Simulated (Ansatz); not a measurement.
fcc Ir, treated with r²SCAN0 (plane waves, PAW; Ansatz, an electronic-structure program).

Numerical settings: plane-wave cutoff 520 eV, 14×14×14 k mesh, Fermi–Dirac smearing 0.05 eV, no spin polarisation, scalar-relativistic PAW data made under PBE.

Energies at three volumes about the minimum:

| V (Å³/atom) | E − E_lowest (meV/atom) |
|---|---|
| 13.474 | 13.27 |
| 13.820 | 0.00 |
| 14.127 | 7.37 |

Fit a parabola by hand: where is the minimum, what lattice constant follows, and what is the bulk modulus?

Slopes: (0.00 − 13.27)/(13.820 − 13.474) = -38.353 and (7.37 − 0.00)/(14.127 − 13.820) = 24.007 meV/Å³. Curvature E″ = 2 × (24.007 − (-38.353))/(14.127 − 13.474) = 190.995 meV/Å⁶. From the middle of the first interval, the slope vanishes at V0 = 13.6470 − (-38.353)/190.995 = 13.848 Å³/atom. B = V0 E″ = 13.848 × 190.995 meV/Å³ × 0.1602 GPa per meV/Å³ = 424 GPa. With 4 atoms in the cube, a = (4 × 13.848)^(1/3) = 3.812 Å. The full Birch–Murnaghan fit to all volumes gives V0 = 13.840 Å³/atom and B0 = 417 GPa.

Measured, for comparison: bulk modulus 365 GPa (corrected for temperature and zero-point phonon effects; as tabulated in Levämäki et al. (2014), arXiv:1402.3671); lattice constant a 3.831 Å (static lattice: zero-point anharmonic expansion removed; as tabulated in Mejia-Rodriguez and Trickey (2018), arXiv:1807.09216). Computed (rounded) less measured: bulk modulus +14 %.
